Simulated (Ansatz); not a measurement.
fcc Ca was calculated with HSE06 (plane waves, PAW; Ansatz, a program for electronic structure).

Run with plane-wave cutoff 460 eV, 10×10×10 k mesh, Fermi–Dirac smearing 0.05 eV, scalar-relativistic PAW data made under PBE.

Energies at three volumes about the minimum:

```tsv
V (Å³/atom)	E − E_lowest (meV/atom)
42.606	1.37
43.358	0.00
44.790	1.31
```

**Question.** Fit a parabola by hand: where is the minimum, what lattice constant follows, and what is the bulk modulus?

**Answer.** Slopes: (0.00 − 1.37)/(43.358 − 42.606) = -1.822 and (1.31 − 0.00)/(44.790 − 43.358) = 0.915 meV/Å³. Curvature E″ = 2 × (0.915 − (-1.822))/(44.790 − 42.606) = 2.506 meV/Å⁶. From the middle of the first interval, the slope vanishes at V0 = 42.9820 − (-1.822)/2.506 = 43.709 Å³/atom. B = V0 E″ = 43.709 × 2.506 meV/Å³ × 0.1602 GPa per meV/Å³ = 17.5 GPa. With 4 atoms in the cube, a = (4 × 43.709)^(1/3) = 5.592 Å. The full Birch–Murnaghan fit to all volumes gives V0 = 43.688 Å³/atom and B0 = 17.3 GPa.

Measured, for comparison: bulk modulus 18.6 GPa (corrected for temperature and zero-point phonon effects, sources range from 15.9 to 18.7; as tabulated in Levämäki et al. (2014), arXiv:1402.3671); lattice constant a 5.553 Å (low-temperature or extrapolated to 0 K; zero-point anharmonic expansion removed; as tabulated in Csonka et al. (2009), arXiv:0903.4037). Computed less measured: bulk modulus -7 % (inside the range of the sources held).
